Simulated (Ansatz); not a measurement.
# Which is lower?

Two relaxed structures of CH₆NSi (charge -1), closed shell (PBE0-D4/def2-TZVPD; forces vanish, vibrations not checked).

A:

```
atom    x (Å)    y (Å)    z (Å)
  C1  -0.4580   0.4123  -0.9667
  N2  -0.2843   0.9435   0.4165
 Si3   0.2433  -0.6913   0.5222
  H4   0.2889   0.7651  -1.6953
  H5  -1.4723   0.5534  -1.3720
  H6   0.1533   1.8412   0.5818
  H7   1.5018  -1.2310  -0.1471
  H8  -0.7659  -1.8162   0.6608
  H9   0.7931  -0.7770   1.9999
```

B:

```
atom    x (Å)    y (Å)    z (Å)
  C1  -0.6239   0.2937   0.1610
  N2  -0.1679   1.5692   0.6974
 Si3   0.3546  -1.1695   0.3781
  H4  -0.9119   2.0789   1.1616
  H5  -1.3255   0.3182  -0.6818
  H6   0.2212   2.1957  -0.0044
  H7   1.7885  -1.3259  -0.1823
  H8  -0.3461  -2.3530  -0.2505
  H9   0.6492  -1.5840   1.8127
```

Ansatz 0.2.0; basis: def2-TZVPPD; cores frozen in the correlated methods. B3LYP uses VWN-RPA correlation.

Problem. Which structure is lower at CCSD(T), and by how much? (An estimate is asked for; the value comes from the calculation.)

Solution. Computed: A, by 0.307 eV (electronic energy, against the other). By their contacts, A is CH₆NSi ([CH2]1[NH][SiH3]1), total charge -1 and B is CH₆NSi ([NH2][CH][SiH3]), total charge -1.

All methods give the same order:

```
   method  E(B) − E(A) (eV)
   PBE-D4             0.311
r2SCAN-D4             0.369
  PBE0-D4             0.331
 B3LYP-D4             0.260
  wB97M-V             0.317
       HF             0.215
      MP2             0.343
     CCSD             0.297
  CCSD(T)             0.307
```

The T1 diagnostic stays at or below 0.013.

Labels in which every atom is bracketed show which atoms are joined, not bond orders.

For scale, one of the runs: CCSD(T)/def2-TZVPPD, 224 basis functions, launched by `ansatz run in.yaml --threads 2 --pin off --events-out ev --progress --plain --max-ram 4352MiB`. The run took 95 s on 2 CPU threads of an Arm Neoverse V1 (shared host), with 3.5 GiB of host memory at its peak.
